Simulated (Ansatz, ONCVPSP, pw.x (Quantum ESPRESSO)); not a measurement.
# Sm (Z = 62): does the ONCV potential hold in the solid?

ONCVPSP 4.0.1.1 (patched build) input, shortened (lines: element, Z, core and valence counts, functional; n l f; lmax; l rc ep ncon nbas qcut; lloc lpopt rc5 dvloc0; l nproj debl; icmod fcfact rcfact), LDA (Perdew-Wang 92), scalar-relativistic:

```
  Sm 62.00    9    4  -001012      upf
    1    0    2.00
    2    0    2.00
    2    1    6.00
    3    0    2.00
    3    1    6.00
    3    2   10.00
    4    0    2.00
    4    1    6.00
    4    2   10.00
    4    3    6.00
    5    0    2.00
    5    1    6.00
    6    0    1.00
    3
    0    2.35    0.00    4    7    6.70
    1    1.55    0.00    4    7    4.30
    2    2.15    0.23    4    7    4.80
    3    1.60    0.00    3    8   10.40
    4    5    1.35    4.00
    0    3    2.10
    1    2    3.90
    2    1    3.70
    3    2    3.30
    3    4.50    1.00
```

In the d channel the program set the typed energies aside and used 0.050 Ha.

Atomic tests: cutoffs needed: 50 Ha and 61 Ha (the cutoffs (Ha) at which the residual kinetic energy of the hardest occupied pseudo-wave falls to 1 and 0.1 mHa per electron); ghost test: no bound ghost flagged; GHOST(+) flagged for s at 199.2 eV; configuration tests: tests left out (the all-electron energies of this program are off by 10 to 40 meV for near-neutral 4f atoms).

Crystal test: diamond Sm in pw.x 7.5, no spin, 9³ k-points, Fermi–Dirac smearing 0.01 Ry, cutoffs 145/580 Ry. The reference is all-electron LAPW (Ansatz 0.2.0) with the same functional, mesh and smearing; V0 and B0 come from Birch–Murnaghan fits to the pressures at five volumes. Errors are pseudo minus all-electron; Δ is the rms difference of the E(V) curves that follow from these fits, minima aligned, over ±6 % about the mean V0. Mesh and smearing are coarse, so the numbers serve the comparison and aren't converged zero-temperature values; the lattice is a test structure that the element need not adopt. Spin polarisation and strong correlation are left out, which matters for this element.

All-electron: a0 = 5.390 Å (V0 = 19.58 Å³/atom), B0 = 152.1 GPa.

**Question.** How far does the potential miss the all-electron equation of state?

**Answer.** mean pressure error (GPa): -2.39; a0 (Å): 5.363; a0 error (%): -0.51; B0 error (%): +6.2; Δ (meV/atom): 10.2. The largest radius (2.35 bohr) exceeds half the bond length (2.20 bohr), so the spheres overlap, which is one possible source of error among others. This is a poor potential for the solid. Atomic configuration tests: tests left out (the all-electron energies of this program are off by 10 to 40 meV for near-neutral 4f atoms).

```csv
V (Å³/atom),P all-electron (GPa),P pseudo (GPa)
18.579,9.18,6.60
19.068,4.31,1.82
19.557,0.15,-2.23
20.046,-3.38,-5.66
20.535,-6.37,-8.60
```

**Question.** At the middle volume, how do free energy and pressure move when the wave cutoff is lowered (ecutrho kept at four times it)?

**Answer.**

```tsv
cutoff (Ry)	shift of F (meV/atom)	shift of P (GPa)
65	+12600.1	-479.11
87	+759.4	-48.26
116	+36.3	-2.79
```

The run at the middle volume (35 k-points, 17 iterations) took about 2.2 min on one core of a shared host (Intel(R) Xeon(R) 6975P-C, 192 threads, 1488 GiB, load 74).
